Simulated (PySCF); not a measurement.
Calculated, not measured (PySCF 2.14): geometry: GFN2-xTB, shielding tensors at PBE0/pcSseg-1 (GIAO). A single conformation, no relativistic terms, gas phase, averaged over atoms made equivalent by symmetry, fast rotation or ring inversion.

Chemical shifts δ = σref − σ; ¹H (σref 31.72), ¹³C (σref 186.93) against TMS, all at this level. Acid and N–H amide carbonyl carbons lie up to 10 ppm further downfield in solution (hydrogen bonding). Shifts are as computed. Against solution values, carbons near 30 ppm lie about +3 ppm off and those near 130 ppm about +5 ppm. Of 1211 compounds with measured shifts, 218 miss one by over three times the rms of a fit or turn the order of signals round; such compounds aren't used in these exercises. OH and NH positions are gas-phase values without hydrogen bonding to other molecules.

(1) Order these molecules by the shift of their most shielded carbon, lowest δ first.
A. C=Nc1cccc(C#N)c1
B. CNC(=O)/C=C/OC(F)(F)F
C. c1ccc2cnncc2c1
D. C=CP(C#CC)C(F)(F)F
E. C#Cc1cnncc1C=C
F. CO[Si@@H]1CC(C(=O)O)=C1F

(2) Order these molecules by the shift of their most deshielded carbon-bound hydrogen, lowest δ first.
A. C#Cc1ncc(C)c(F)n1
B. c1ccc2cnncc2c1
C. O=C1C[C@H](C(F)F)O1
D. C=Nc1cccc(C#N)c1
E. CO[Si@@H]1CC(C(=O)O)=C1F

(3) How many ¹³C and ¹H signals does each give (equivalence by symmetry and fast rotation, but not about amide C–N or C=N bonds)? `C#Cc1cnncc1C=C`, `C#Cc1ncc(C)c(F)n1`, `CO[Si@@H]1CC(C(=O)O)=C1F`, `c1ccc2cnncc2c1`, `C=Nc1cccc(C#N)c1`, `O=C1C[C@H](C(F)F)O1`, `CNC(=O)/C=C/OC(F)(F)F`, `C=CP(C#CC)C(F)(F)F`

Answers

(1) D (6.2 ppm, propargylic methyl carbon), F (16.6 ppm, allylic sp3 CH2 bonded to Si), B (29.5 ppm, methyl carbon bonded to N), E (83.1 ppm, alkyne carbon), A (118.4 ppm, substituted aromatic carbon), C (129.8 ppm, ring-fusion aromatic carbon).

(2) E (4.03 ppm, hydrogen on a methyl carbon bonded to O), C (6.48 ppm, hydrogen on an sp3 CH bonded to 2 F), D (7.75 ppm, hydrogen on an aromatic CH), A (8.81 ppm, hydrogen on an aromatic CH next to a ring nitrogen), B (9.91 ppm, hydrogen on an aromatic CH next to a ring nitrogen).

(3) C#Cc1cnncc1C=C: 8 C, 6 H; C#Cc1ncc(C)c(F)n1: 7 C, 3 H; CO[Si@@H]1CC(C(=O)O)=C1F: 5 C, 5 H; c1ccc2cnncc2c1: 4 C, 3 H; C=Nc1cccc(C#N)c1: 8 C, 6 H; O=C1C[C@H](C(F)F)O1: 4 C, 4 H; CNC(=O)/C=C/OC(F)(F)F: 5 C, 4 H; C=CP(C#CC)C(F)(F)F: 6 C, 4 H.
